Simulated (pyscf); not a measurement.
`[SiH2][CH]1[CH]=[CH][CH]=[CH][CH2]1` [doublet] → `[SiH3][CH]1[CH][CH]=[CH][CH]=[CH]1` [doublet], a hydrogen shift (doublet surface; C–H broken, H–Si formed). PySCF, gas phase, ωB97X-D3(BJ)/def2-SVP geometries. Energies in kJ/mol from the reactant's lowest minimum found.

Small-basis levels: PySCF, no dispersion term, spherical d functions. AM1 to PM7: differences of heats of formation from MOPAC, which are fitted to 298 K values and so differ in kind from electronic energies by zero-point and thermal terms. Open shells are spin-unrestricted. 

```
level                   barrier  reaction energy
----------------------  -------  ---------------
BP86/6-31G*               103.5            -62.6
PBE/6-31G*                103.5            -59.1
B3LYP/3-21G               141.4            -43.7
B3LYP/LANL2DZ               [?]            -61.7
B3LYP/6-311+G**           116.4            -73.2
PBE/def2-SVP               95.6            -64.2
B3LYP/def2-SVP              [?]            -75.5
PM6                        54.9           -126.2
PM7                       129.1            -50.1
ωB97M-D3(BJ)/def2-TZVP      [?]            -69.6
```

Question: Fill in the missing entries.

Answer: 
- B3LYP/LANL2DZ, barrier: 133.1
- B3LYP/def2-SVP, barrier: 114.3
- ωB97M-D3(BJ)/def2-TZVP, barrier: 127.3

Against the last row the barrier runs from -72.4 (PM6) to +14.1 kJ/mol (B3LYP/3-21G). ωB97M-D3(BJ)/def2-TZVP has limits of its own. From the product side, SiH₃• + benzene lies, by one bond made or cut, 153.1 kJ/mol under this saddle at ωB97M-D3(BJ)/def2-TZVP. One saddle was located; it need not be the lowest between these sides.
